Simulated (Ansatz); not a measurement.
**AlSiH₃+ (quartet): wave-function methods side by side, cc-pVDZ**

An exercise on one series of results from a longer session: the logs are not shown, and one member is left open.

The runs use Ansatz 0.2.0, Gaussian basis; cc-pVDZ, core rule «outside noble gas», up to 10 orbitals frozen.

To be run: UHF; CCSD(T) on ROHF; CCSD(T) on UHF; BCCD(T) on ROHF; CISD; CCSDT(Q) on ROHF; CCSDT(Q) on UHF.

32 further runs of the same task are left out: 6 for a known fault of the program, 11 that didn't finish, 15 set aside as unsound or not needed.

**What is computed**

The geometry is a PBE0/def2-TZVP stationary point (not a proven minimum) of the parent state, kept for this charge and spin.

5 atoms, charge 1, spin multiplicity 4.

Atoms are counted from 1 here; the program's logs count them from 0.

Bond lengths: Si1–Al2 2.389 Å, Si1–H3 1.498 Å, Al2–H4 1.587 Å, Al2–H5 1.583 Å. Angles: Al2–Si1–H3 124.9°, Si1–Al2–H4 119.4°, Si1–Al2–H5 117.5°, H4–Al2–H5 123.1°.

Set-up of the first run:

Input file in.yaml:

```yaml
crystal:
  periodic: [false, false, false]
  atoms:
    - {symbol: Si, position_ang: [0.000000, -0.088069, 1.200716]}
    - {symbol: Al, position_ang: [0.000000, 0.045214, -1.184371]}
    - {symbol: H, position_ang: [0.000000, 1.090439, 2.125646]}
    - {symbol: H, position_ang: [0.000000, 1.468638, -1.885604]}
    - {symbol: H, position_ang: [0.000000, -1.315430, -1.992670]}
basis:
  gaussian: {orbitals: cc-pVDZ}
total_charge: 1
magnetization: {spin_polarized: true, initial_magnetization: 3}
hamiltonian: {xc: hf}
output: {orbitals: {seedname: orbitals}}
```

Started as:

```bash
$ ansatz run in.yaml --threads 1 --pin off --events-out ev --progress --plain --max-ram 2393MiB
```

Among the steps run: UHF; CCSD(T) on ROHF; CCSD(T) on UHF; BCCD(T) on ROHF; CISD; CCSDT(Q) on ROHF; CCSDT(Q) on UHF.

One of the session's tables, all rows but one given; the rest of the session is left out.

| method | from UCCSDT(Q) (kcal/mol) |
| --- | --- |
| ROHF | +98.95 |
| UHF | +97.13 |
| RMP2 | +28.01 |
| UMP2 | +27.63 |
| CISD | ? |
| RCCSD | +3.60 |
| UCCSD | +3.54 |
| RCCSD(T) | +1.03 |
| UCCSD(T) | +1.04 |
| BCCD(T) | +1.03 |
| RCCSDT | +0.11 |
| UCCSDT | +0.10 |
| RCCSDT(Q) | +0.02 |
| UCCSDT(Q) | 0 |

**Question.** Estimate the row for CISD.

**Answer.** from UCCSDT(Q) (kcal/mol): +9.36. In the column «from UCCSDT(Q) (kcal/mol)» it lies between RCCSD (+3.60) and UMP2 (+27.63).

Caveats from the session: Restricted and unrestricted rows rest on different reference determinants; where their highest levels disagree by more than a few hundredths of an eV, they describe different states and don't form one ladder.
